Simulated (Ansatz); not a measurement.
Rock-salt NaCl was calculated with G0W0@PBE0 in Ansatz (hard PAW, contour deformation).

The same calculation (at the measured cell, 22.427 Å³/atom) with different numerical settings; throughout: k mesh 2×2×2:

```
run  response cutoff (eV)  empty bands  quasiparticle gap on the mesh (eV)  quasiparticle gap at Γ (eV)  rough time
---  --------------------  -----------  ----------------------------------  ---------------------------  ----------
1                     100          187                               8.541                        8.541   50 core-s
2                     150          344                               8.653                        8.653   70 core-s
3                     200          529                               8.725                        8.725  3 core-min
4                     250          740                               8.768                        8.768  5 core-min
5                     300          972                               8.795                        8.795  6 core-min
```

In the column quasiparticle gap on the mesh (eV) the first row differs from the last by -0.254 and the next to last by -0.027.

The last row is no converged limit: other settings stay fixed.

Note: GW on a hybrid start was not checked against another program.

Ansatz is a quantum-chemistry and plane-wave program.
